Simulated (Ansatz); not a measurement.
# Si₂H₆ (singlet): the correlation ladder at distance Si1–H5 along a hydrogen transfer = 1.734 Å, cc-pVDZ

One table from this session's results is given with a row withheld; the runs are named, their logs left out.

The runs use Ansatz 0.2.0, Gaussian basis; cc-pVDZ, core rule «outside noble gas», up to 10 orbitals frozen.

Plan: UHF; CCSD(T) on RHF; CCSD(T) on UHF; BCCD(T) on RHF; CISD; CCSDT(Q) on RHF; CASSCF and NEVPT2, 2 electrons in 2 orbitals; CASSCF and NEVPT2, 8 electrons in 8 orbitals.

7 further runs of the same task are left out: 1 for a known fault of the program, 5 that didn't finish, 1 set aside as unsound or not needed.

## The system

The geometry derives from fragments relaxed apart (PBE0/def2-TZVP) and kept rigid, so it is no stationary point. A hydrogen atom is moved between rigid fragments.

8 atoms, charge 0, spin multiplicity 1.

Atoms are counted from 1 here; the program's logs count them from 0.

Bond lengths: Si1–H2 1.485 Å, Si1–H3 1.485 Å, Si1–H4 1.485 Å, Si6–H7 1.526 Å, Si6–H8 1.526 Å. Angles: H2–Si1–H3 109.5°, H2–Si1–H4 109.5°, H3–Si1–H4 109.5°, H7–Si6–H8 91.2°.

The first run:

Input file in.yaml:

```yaml
crystal:
  periodic: [false, false, false]
  atoms:
    - {symbol: Si, position_ang: [-1.861831, 0.028327, 0.000001]}
    - {symbol: H, position_ang: [-2.356703, 1.428035, 0.000001]}
    - {symbol: H, position_ang: [-2.356702, -0.671527, 1.212184]}
    - {symbol: H, position_ang: [-2.356703, -0.671527, -1.212182]}
    - {symbol: H, position_ang: [-0.127831, 0.028327, 0.000000]}
    - {symbol: Si, position_ang: [1.937169, 0.028327, -0.000001]}
    - {symbol: H, position_ang: [2.549350, -0.845957, 1.090012]}
    - {symbol: H, position_ang: [2.549349, -0.845957, -1.090013]}
basis:
  gaussian: {orbitals: cc-pVDZ}
magnetization: {spin_polarized: true, initial_magnetization: 0}
hamiltonian: {xc: hf}
output: {orbitals: {seedname: orbitals}}
```

Started as:

```sh
> ansatz run in.yaml --threads 1 --pin off --events-out ev --progress --plain --max-ram 2393MiB
```

Steps of the session up to this table: UHF; CCSD(T) on RHF; CCSD(T) on UHF; BCCD(T) on RHF; CISD; CCSDT(Q) on RHF; CASSCF and NEVPT2, 2 electrons in 2 orbitals; CASSCF and NEVPT2, 8 electrons in 8 orbitals.

One table of the session follows, with a row left open; its other results are not shown here.

```
         method  from RCCSDT(Q) (meV)
            RHF               +7600.4
            UHF               +7533.9
           RMP2               +1787.9
           CISD               +1023.1
          RCCSD                +219.5
       RCCSD(T)                 +47.5
        BCCD(T)                 +46.7
         RCCSDT                     ?
      RCCSDT(Q)                     0
    CASSCF pair               +7149.1
    NEVPT2 pair               +1758.1
CASSCF frontier               +5796.8
NEVPT2 frontier               +1553.9
```

**Question.** Estimate the row for RCCSDT.

As computed: from RCCSDT(Q) (meV): +7.4. In the column «from RCCSDT(Q) (meV)» it lies between RCCSDT(Q) (0) and BCCD(T) (+46.7).

Not comparable, so not listed: CCSD(T) on UHF (they don't share determinant, frozen orbitals or solution with the rows shown, or repeat one).

Limits of these values: Warnings: restricted reference is unstable; spin contamination.
